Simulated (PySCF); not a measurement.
Rock-salt LiH, treated with LNO-CCSD(T) (PySCF, GTH pseudopotentials, Gaussian basis).

The same calculation (at a fixed cell, not relaxed at this level and not confirmed as the measured one, 8.511 Å³/atom) with different numerical settings; throughout: k mesh 2×2×2:

```json
[
 {"run": "1", "basis": "DZ", "LNO threshold": "3e-05", "total energy (eV/atom)": "-109.8567", "rough time": "70 core-s"},
 {"run": "2", "basis": "DZ", "LNO threshold": "1e-05", "total energy (eV/atom)": "-109.8578", "rough time": "90 core-s"},
 {"run": "3", "basis": "DZ", "LNO threshold": "3e-06", "total energy (eV/atom)": "-109.8580", "rough time": "100 core-s"},
 {"run": "4", "basis": "TZ", "LNO threshold": "3e-05", "total energy (eV/atom)": "-109.9341", "rough time": "3 core-min"},
 {"run": "5", "basis": "TZ", "LNO threshold": "1e-05", "total energy (eV/atom)": "-109.9331", "rough time": "3 core-min"},
 {"run": "6", "basis": "TZ", "LNO threshold": "3e-06", "total energy (eV/atom)": "-109.9318", "rough time": "6 core-min"}
]
```

In the column total energy (eV/atom) the first row differs from the last by +0.0751 and the next to last by -0.0013.

The last row is no converged limit: other settings stay fixed.
